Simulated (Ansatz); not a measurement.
**TO(Γ) frequency of some tetrahedrally bonded semiconductors and semimetals, all zinc-blende**

Method: B3LYP (VWN-RPA form) (PAW; Ansatz, a program for electronic structure). References are measured values at room or unstated temperature, uncorrected unless marked, so that the deviations hold thermal and zero-point effects besides the level's error.

Values in cm⁻¹.

```json
[
 {"solid": "zinc-blende GaAs", "reference": "271", "B3LYP (VWN-RPA form)": "256", "deviation (%)": "-5.5"},
 {"solid": "zinc-blende AlAs", "reference": "361", "B3LYP (VWN-RPA form)": "351", "deviation (%)": "-2.8"},
 {"solid": "cubic BN", "reference": "1055", "B3LYP (VWN-RPA form)": "1052", "deviation (%)": "-0.3"},
 {"solid": "zinc-blende ZnS", "reference": "277", "B3LYP (VWN-RPA form)": "255", "deviation (%)": "-7.9"},
 {"solid": "3C-SiC", "reference": "796", "B3LYP (VWN-RPA form)": "793", "deviation (%)": "-0.4"},
 {"solid": "zinc-blende GaP", "reference": "366", "B3LYP (VWN-RPA form)": "?", "deviation (%)": "?"},
 {"solid": "zinc-blende ZnSe", "reference": "213", "B3LYP (VWN-RPA form)": "190", "deviation (%)": "-10.8"},
 {"solid": "zinc-blende BP", "reference": "794", "B3LYP (VWN-RPA form)": "819", "deviation (%)": "+3.1"},
 {"solid": "zinc-blende CdTe", "reference": "138", "B3LYP (VWN-RPA form)": "127", "deviation (%)": "-8.0"},
 {"solid": "zinc-blende InP", "reference": "307", "B3LYP (VWN-RPA form)": "287", "deviation (%)": "-6.5"}
]
```

Estimate the withheld B3LYP (VWN-RPA form) value.

The deviations of the other rows run from -10.8 % to +3.1 %, with a median of -5.5 %; carried to the reference 366 it gives 346 cm⁻¹. The run gives 349 cm⁻¹ (-4.6 %), +0.9 % from the estimate; the row was drawn at random, and such an estimate is rough. Over these 10 solids the mean deviation is -4.4 %, the mean absolute deviation 5.0 % (median 5.1 %), and the worst case zinc-blende ZnSe at -10.8 %; the value is too low in 9 of 10 cases.

Spin–orbit coupling is left out, also for the solids with elements from indium on (zinc-blende CdTe, zinc-blende InP); its size isn't shown.

Differences are worked out from the printed values.

Each level is taken at its own relaxed cell. Ansatz's density-functional and Hartree–Fock values are scalar-relativistic unless marked +SOC, with PAW data made under PBE.

Ansatz's runs of these crystals have no spin polarisation.

Not in this set, of the tetrahedrally bonded semiconductors and semimetals with a reference value in our tables and a result at some level: 5 for a reference of another kind, counted apart; 5 for no value at B3LYP (VWN-RPA form) (not run, a failed fit, an unstable or unbound cell, or a value held back for tests). These can be a level's best or worst cases. At least 2 more with a reference value are held back for tests. Solids without a released value at any level aren't counted. Layered and molecular crystals are counted apart. The metals Ce to Yb are counted apart.

References as tabulated in Han and Bester (2011), arXiv:1107.0196; Giannozzi et al., Phys. Rev. B (1991); Ioffe Institute, NSM Archive: BN, mechanic properties page; Vagelatos et al., J. Chem. Phys. (1974) and others.
